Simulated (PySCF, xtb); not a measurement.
propyne (C3H4), SMILES C#CC.

Harmonic wavenumbers (cm⁻¹) from GFN2-xTB (xtb 6.7.1) at its own minimum, in rising order: 297, 297, 645, 645, 997, 1033, 1033, 1388, 1456, 1456, 2304, 3004, 3004, 3012, 3401.

Task: What does B3LYP-D3(BJ)/def2-TZVP run with PySCF give at its own minimum? (Estimate from the structure and the level; the computed values follow.)

Result: 347, 347, 662, 662, 945, 1058, 1058, 1417, 1479, 1479, 2229, 3032, 3090, 3090, 3474. Paired by order, the mean absolute difference is 43 cm⁻¹ and the zero-point energies are 34.3 and 34.8 kcal/mol.
